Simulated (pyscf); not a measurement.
H₃C–InH₂ + HCl → CH₄ + Cl–InH₂ (four-centre exchange; singlet surface; C–In, Cl–H broken, C–H, Cl–In formed). Single points on ωB97X-D3(BJ)/def2-SVP structures (PySCF, gas phase). MP2 and CC: frozen core, UHF for open shells. ΔMP2 is the change of the MP2 total energy from the triple- to the quadruple-zeta basis. Energies in kJ/mol from the separated reactants.

```
level                                barrier  reaction energy
--------------------------------  ----------  ---------------
PBE/def2-TZVP                            3.1           -160.3
r²SCAN/def2-TZVP                        -0.9           -168.4
B3LYP-D3(BJ)/def2-TZVP                  16.5           -166.6
MP2/def2-QZVPP                          13.0           -157.3
CCSD/def2-TZVPP                         40.0           -155.1
CCSD(T)/def2-TZVPP                      29.2           -153.2
CCSD(T)/def2-TZVPP + ΔMP2(QZVPP)  (withheld)       (withheld)
```

Q: Fill in the missing entries.

A: 
- CCSD(T)/def2-TZVPP + ΔMP2(QZVPP), barrier: 23.2
- CCSD(T)/def2-TZVPP + ΔMP2(QZVPP), reaction energy: -156.2

On the reactant side the descent ends in an adduct with a Cl–In contact, 29.6 kJ/mol under the separated species and 41.4 kJ/mol under the saddle at ωB97X-D3(BJ)/def2-TZVP. On the product side the descent ends in a complex, 16.9 kJ/mol under the separated species and 197.6 kJ/mol under the saddle at ωB97X-D3(BJ)/def2-TZVP. At r²SCAN the saddle lies under the separated reactants, which points to a path from their complex (located at ωB97X-D3(BJ) alone). What is counted as formed (Cl–In) is already present as a longer contact in the reactant adduct; forming that adduct is a step of its own. At ωB97X-D3(BJ) the barrier from the zero used here is 11.7 kJ/mol. This is the saddle that the search found; another between the same sides may lie lower. The CCSD(T) − MP2 part came from Ansatz, without density fitting, on the same reference. The frozen core leaves the outer d or s,p core shells of the metals and heavy elements correlated in the MP2 and CC values, and def2-TZVPP describes them poorly, which can shift differences by a few kcal/mol. Elements past Kr carry the def2 core potentials, without spin-orbit coupling.
